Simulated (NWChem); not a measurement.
# water (H$_{2}$O); SMILES O

Results from NWChem. Coordinates come from a PBE0-D3(BJ)/def2-TZVP optimisation. Ions are spin-unrestricted doublets at the neutral geometry; other ion states weren't tried.

```json
[
 {"level": "CAM-B3LYP/STO-3G", "basis functions": "7", "vertical ionisation energy, ΔSCF (eV)": "9.70", "−ε(HOMO) (eV)": "5.81", "ΔSCF minus −ε(HOMO) (eV)": "3.89"},
 {"level": "CAM-B3LYP/def2-SVP", "basis functions": "24", "vertical ionisation energy, ΔSCF (eV)": "12.39", "−ε(HOMO) (eV)": "9.83", "ΔSCF minus −ε(HOMO) (eV)": "2.56"},
 {"level": "CAM-B3LYP/def2-SVPD", "basis functions": "39", "vertical ionisation energy, ΔSCF (eV)": "12.87", "−ε(HOMO) (eV)": "10.74", "ΔSCF minus −ε(HOMO) (eV)": "2.13"},
 {"level": "CAM-B3LYP/def2-TZVP", "basis functions": "43", "vertical ionisation energy, ΔSCF (eV)": "12.72", "−ε(HOMO) (eV)": "10.50", "ΔSCF minus −ε(HOMO) (eV)": "2.22"},
 {"level": "CAM-B3LYP/def2-TZVPD", "basis functions": "58", "vertical ionisation energy, ΔSCF (eV)": "12.79", "−ε(HOMO) (eV)": "10.69", "ΔSCF minus −ε(HOMO) (eV)": "2.10"},
 {"level": "CAM-B3LYP/def2-TZVPP", "basis functions": "59", "vertical ionisation energy, ΔSCF (eV)": "12.72", "−ε(HOMO) (eV)": "10.51", "ΔSCF minus −ε(HOMO) (eV)": "2.21"},
 {"level": "CAM-B3LYP/def2-QZVP", "basis functions": "117", "vertical ionisation energy, ΔSCF (eV)": "12.78", "−ε(HOMO) (eV)": "10.64", "ΔSCF minus −ε(HOMO) (eV)": "2.14"}
]
```
